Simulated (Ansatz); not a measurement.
# AlHSi: the cost of one run

Program: Ansatz 0.2.0, Gaussian basis. Level of theory: def2-QZVPP, core rule «outside noble gas», up to 10 orbitals frozen. These are calculated values, not measurements.

The runs, in order: UHF; ROHF; CCSD(T) on UHF.

2 further runs of the same task are left out: 2 set aside as unsound or not needed.

**1. The system**

The geometry is a PBE0/def2-TZVP stationary point (not a proven minimum) of the parent state, kept for this charge and spin.

3 atoms, charge 1, spin multiplicity 2.

Atoms are counted from 1 here; the program's logs count them from 0.

Bond lengths: Si1–Al2 2.390 Å, Si1–H3 1.598 Å. Angles: Al2–Si1–H3 57.3°.

**2. UHF**

The input, in.yaml:

```yaml
crystal:
  periodic: [false, false, false]
  atoms:
    - {symbol: Si, position_ang: [0.000000, -0.035961, 1.165412]}
    - {symbol: Al, position_ang: [0.000000, -0.011793, -1.224879]}
    - {symbol: H, position_ang: [0.000000, 1.317723, 0.315431]}
basis:
  gaussian: {orbitals: "def2-QZVPP.json"}
total_charge: 1
magnetization: {spin_polarized: true, initial_magnetization: 1}
hamiltonian: {xc: hf}
output: {orbitals: {seedname: orbitals}}
```

On the command line:

```sh
> ansatz run in.yaml --threads 1 --pin off --events-out ev --progress --plain --max-ram 2393MiB
```

**Question.** How long does this run take on 1 thread of Arm Neoverse V1, shared host, and how much memory does it need?

About 37 s, with a peak of 0.38 GiB.
